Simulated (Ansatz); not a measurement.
**C₆H₄O₂: vertical ionisation energy**

The task here is to estimate one member of a computed series from the others.

Program: Ansatz 0.2.0, Gaussian basis. Level of theory: unrestricted cation, the program's frozen cores in correlated methods. These are calculated values, not measurements.

Plan: UKS PBE-D4/def2-TZVPP; UKS r2SCAN-D4/def2-TZVPP; UKS PBE0-D4/def2-TZVPP; UKS B3LYP-D4/def2-TZVPP; UKS wB97X-V/def2-TZVPP; UKS wB97M-V/def2-TZVPP; UKS B2PLYP/def2-TZVPP; UHF-CCSD(T)/def2-TZVPP; UHF-MP2/def2-QZVPP; extrapolation to the limit; then −ε(HOMO) from the neutral's earlier runs with LDA (SPW92), PBE-D4, revPBE-D4, BLYP-D4, r2SCAN-D4, B97M-V, PBE0-D4, B3LYP-D4, r2SCANh-D4, r2SCAN0-D4, HSE06-D4, BHLYP-D4, CAM-B3LYP-D4, LC-ωPBE, ωB97X-V, ωB97M-V.

## The relaxed structure

The geometry comes from an earlier relaxation with PBE0-D4 in a triple-zeta def2 set; it is a stationary point, not always the lowest conformer.

SMILES `O=C1C=CC(=O)C=C1`, 12 atoms, charge 0, spin multiplicity 1.

Atoms are counted from 1 here; the program's logs count them from 0.

Bond lengths: O1–C2 1.213 Å, C2–C3 1.477 Å, C2–C8 1.477 Å, C3–C4 1.333 Å, C3–H9 1.084 Å, C4–C5 1.477 Å, C4–H10 1.084 Å, C5–O6 1.213 Å, C5–C7 1.477 Å, C7–C8 1.333 Å, C7–H11 1.084 Å, C8–H12 1.084 Å. Angles: O1–C2–C3 121.3°, O1–C2–C8 121.3°, C3–C2–C8 117.4°, C2–C3–C4 121.3°, C2–C3–H9 115.9°, C4–C3–H9 122.8°, C3–C4–C5 121.3°, C3–C4–H10 122.8°, C5–C4–H10 115.9°, C4–C5–O6 121.3°, C4–C5–C7 117.4°, O6–C5–C7 121.3°, C5–C7–C8 121.3°, C5–C7–H11 115.9°, C8–C7–H11 122.8°, C2–C8–C7 121.3°, C2–C8–H12 115.9°, C7–C8–H12 122.8°.

The first run:

Input file in.yaml:

```yaml
crystal:
  periodic: [false, false, false]
  atoms:
    - {symbol: O, position_ang: [0.970844, -1.560208, 1.915137]}
    - {symbol: C, position_ang: [0.528886, -0.847186, 1.038479]}
    - {symbol: C, position_ang: [0.903536, 0.578698, 0.947709]}
    - {symbol: C, position_ang: [0.417609, 1.362311, -0.015439]}
    - {symbol: C, position_ang: [-0.516193, 0.838011, -1.032722]}
    - {symbol: O, position_ang: [-0.958806, 1.551239, -1.908883]}
    - {symbol: C, position_ang: [-0.890511, -0.587973, -0.942205]}
    - {symbol: C, position_ang: [-0.404586, -1.371585, 0.020943]}
    - {symbol: H, position_ang: [1.589967, 0.937407, 1.706703]}
    - {symbol: H, position_ang: [0.675738, 2.411700, -0.105360]}
    - {symbol: H, position_ang: [-1.576855, -0.946715, -1.701262]}
    - {symbol: H, position_ang: [-0.662628, -2.420999, 0.110798]}
basis:
  gaussian: {orbitals: def2-TZVPP}
total_charge: 1
magnetization: {spin_polarized: true, initial_magnetization: 1}
hamiltonian: {xc: pbe, dispersion: d4}
```

On the command line:

```
$ ansatz run in.yaml --threads 2 --pin off --events-out ev --progress --plain --max-ram 32768MiB --backend cuda --devices 0, --max-vram 18GiB
```

Steps of the session up to this table: Cation, UKS PBE-D4/def2-TZVPP; Cation, UKS r2SCAN-D4/def2-TZVPP; Cation, UKS PBE0-D4/def2-TZVPP; Cation, UKS B3LYP-D4/def2-TZVPP; Cation, UKS wB97X-V/def2-TZVPP; Cation, UKS wB97M-V/def2-TZVPP; Cation, UKS B2PLYP (frozen core)/def2-TZVPP; Cation, UHF-CCSD(T)/def2-TZVPP; Cation, UHF-MP2/def2-QZVPP.

One of the session's tables, all rows but one given; the rest of the session is left out.

Orbital estimates, from the neutral's runs:

| functional | −ε(HOMO) (eV) |
| --- | --- |
| LDA (SPW92) | 6.45 |
| PBE-D4 | ? |
| revPBE-D4 | 6.19 |
| BLYP-D4 | 6.19 |
| r2SCAN-D4 | 6.60 |
| B97M-V | 6.78 |
| PBE0-D4 | 7.93 |
| B3LYP-D4 | 7.70 |
| r2SCANh-D4 | 7.23 |
| r2SCAN0-D4 | 8.16 |
| HSE06-D4 | 7.52 |
| BHLYP-D4 | 9.56 |
| CAM-B3LYP-D4 | 9.42 |
| LC-ωPBE | 10.70 |
| ωB97X-V | 10.40 |
| ωB97M-V | 10.33 |

Estimate the missing values for PBE-D4.

The run gave: −ε(HOMO) (eV): 6.27. In the column «−ε(HOMO) (eV)» it lies between BLYP-D4 (6.19) and LDA (SPW92) (6.45).
